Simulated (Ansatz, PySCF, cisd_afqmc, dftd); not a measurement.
Reaction: C2H6S (methylsulfanylmethane, SMILES CSC) → C2H6S (SMILES C(S)C)
Each species at its own B3LYP-D3(BJ)/def2-TZVP minimum (Ansatz, a first-principles code), one conformer.

Quantity: isomerisation energy (enthalpy at 298 K, ideal-gas terms from PySCF's Hessians at B3LYP-D3(BJ)/def2-TZVP), in kcal/mol. Radicals and triplets start from unrestricted determinants; spin-orbit coupling is neglected. Correlated methods leave the cores frozen. Rows without X2C or -DK are non-relativistic. AFQMC/CISD: phaseless, guided by CISD from CCSD amplitudes; bars are statistical, one sigma. Outlying blocks are dropped, and bars are widened where a walk drifts. Over all cases where full CI ran beside it in this data, AFQMC minus full CI had a median of +0.1 mEh and passed +0.4 mEh in a tenth of the cases. CBS(X,Y): correlation extrapolated as X^-3, Hartree-Fock from the larger set. A bracket is a step between two methods taken in the basis named. The functionals are non-relativistic, so their misses hold any scalar relativity. '+ core + X2C': CCSD(T) terms for core correlation (cc-pwCVTZ, 1s frozen past Ne) and scalar relativity (cc-pVTZ-DK).

From measured enthalpies of formation at 298 K: -2.2 kcal/mol (G2/97 table in ASE (Curtiss et al.)). The calculations leave out spin-orbit terms.

| level | program | isomerisation energy (kcal/mol) | error against that value |
|---|---|---|---|
| HF/cc-pV(T+d)Z | Ansatz | -2.1 | 0.1 |
| r2SCAN-D3(BJ)/def2-TZVPD | Ansatz + dftd3 | -1.2 | 1.0 |
| PBE0/def2-TZVPD | Ansatz | -1.5 | 0.7 |
| wB97X-V/def2-TZVPD | Ansatz | -1.6 | 0.6 |
| wB97M-V/def2-TZVPD | Ansatz | -1.6 | 0.6 |
| MP2/cc-pV(D+d)Z | Ansatz | -3.4 | -1.2 |
| CCSD(T)/cc-pV(D+d)Z | Ansatz | -3.7 | -1.5 |
| CCSDT(Q)/cc-pV(D+d)Z | Ansatz | -3.6 | -1.4 |
| AFQMC/CISD/cc-pV(D+d)Z | cisd_afqmc | -4.1 ± 0.4 | -1.9 |
| CCSD(T)/CBS(cc-pV(T+d)Z,cc-pV(Q+d)Z) + [CCSDT(Q) - CCSD(T)]/cc-pV(D+d)Z + core + X2C | Ansatz | -1.7 | 0.5 |
